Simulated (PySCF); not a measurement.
trimethylamine (C3H9N), SMILES CN(C)C. The structure is a stationary point at B3LYP-D3(BJ)/def2-SVP.

The numbers are results of B3LYP-D3(BJ)/def2-SVP (PySCF 2.14.0), not measurements.

Harmonic wavenumbers (cm⁻¹): 259, 269, 269, 339, 427, 427, 853, 1069, 1076, 1076, 1119, 1119, 1202, 1320, 1320, 1429, 1429, 1454, 1454, 1462, 1466, 1483, 1489, 1489, 2890, 2890, 2908, 3055, 3055, 3058, 3106, 3109, 3109. Rotational constants (GHz): 8.690, 8.690, 4.903; symmetry number 3.

Question: Work out the zero-point energy and the ideal-gas rigid-rotor harmonic-oscillator thermochemistry at 298.15 K and 1 atm.

Answer: ZPE = ½ Σ hcν = ½ × 52478 cm⁻¹ = 75.02 kcal/mol. H − E(el) = 79.03 kcal/mol. Entropy in cal/(mol K): translation 38.15, rotation 22.09, vibration 8.54, total 68.79. G − E(el) = 58.53 kcal/mol. Cp = 20.84 cal/(mol K).
